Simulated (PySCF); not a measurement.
B: electron affinity

B⁻ [He] 2s2 2p2 (3P) → B [He] 2s2 2p1 (2P), as a difference of total energies. Computed with PySCF 2.14 in def2-QZVPPD, with the non-relativistic Hamiltonian (point nucleus). Correlated levels: valence: 1s2 frozen. The calculations carry no spin-orbit coupling.

```
           method  electron affinity (eV)  error (eV)
              UHF                  -0.373      -0.653
    MP2 (valence)                   0.117      -0.163
SCS-MP2 (valence)                  -0.017      -0.297
   CCSD (valence)                   0.064      -0.216
CCSD(T) (valence)                   0.119      -0.161
```

Reference: 0.280 eV (measured; photodetachment measurements, as compiled on the Wikipedia data page of electron affinities).

Errors of the correlated levels include the incompleteness of this basis and the frozen core.

A negative affinity means that the anion lies above the atom at that level of theory.
